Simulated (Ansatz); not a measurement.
Cubic perovskite SrTiO3 (cubic form, which distorts at low temperature), treated with LDA in Ansatz (PAW).

Numerical settings: plane-wave cutoff 520 eV, 10×10×10 k mesh, Fermi–Dirac smearing 0.01 eV, no spin polarisation, scalar-relativistic PAW data made under PBE.

Equation-of-state points:

| V (Å³/atom) | E − E_lowest (meV/atom) |
|---|---|
| 10.764 | 28.99 |
| 10.993 | 12.41 |
| 11.222 | 2.99 |
| 11.451 | 0.00 |
| 11.680 | 2.78 |
| 11.909 | 10.75 |
| 12.138 | 23.37 |

**Question.** Estimate the bulk modulus and its pressure derivative from these points.

**Answer.** V0 = 11.451 Å³/atom, B0 = 202 GPa, B′ = 4.4 (fit to the energies at full precision).

Measured, for comparison: bulk modulus 172 GPa (room temperature, not corrected to a static lattice, Murnaghan fit, our sources range from 165 to 179; as tabulated in Guennou et al. (2010), arXiv:0910.0710); equilibrium volume per atom 11.77 Å³/atom (0 K, cubic phase extrapolated to 0 K; as tabulated in Bilc et al. (2008), arXiv:0805.0753). Computed (rounded) less measured: bulk modulus +17 % (+13 % to +22 % over the range), equilibrium volume per atom -2.7 %.

Note: the relaxation could not lower the start's symmetry, so the cell can be a saddle point above a distorted one.

The computed numbers hold no vibrational or temperature effects.

It cost about 60 core-seconds (a rough figure) of CPU time.

Ansatz is an electronic-structure program.
